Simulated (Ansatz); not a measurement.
| atom | x (Å) | y (Å) | z (Å) |
| --- | --- | --- | --- |
| P | -0.0354 | 0.0345 | -0.9531 |
| P | -0.0037 | -0.0377 | 0.9781 |

Basis set: def2-TZVP (spherical functions). Left uncorrelated: 10 orbitals. Charge 0, multiplicity 1.

Computed with Ansatz (development build ahead of 0.2.0); each method stands on the lowest determinant of its kind that the runs found. Restricted open shells among the atoms or ions are ROHF, correlated in semicanonical orbitals with singles.

The atomization energy at this shape (free ground-state atoms in the same class of orbitals less the molecule, no zero-point energy) of singlet P2:

```tsv
method	atomization energy
RHF-MP2	108.23 kcal/mol
```

**Question.** What does RHF give?

**Answer.** 35.77 kcal/mol. Caution: in another basis set an unrestricted determinant lies well below.
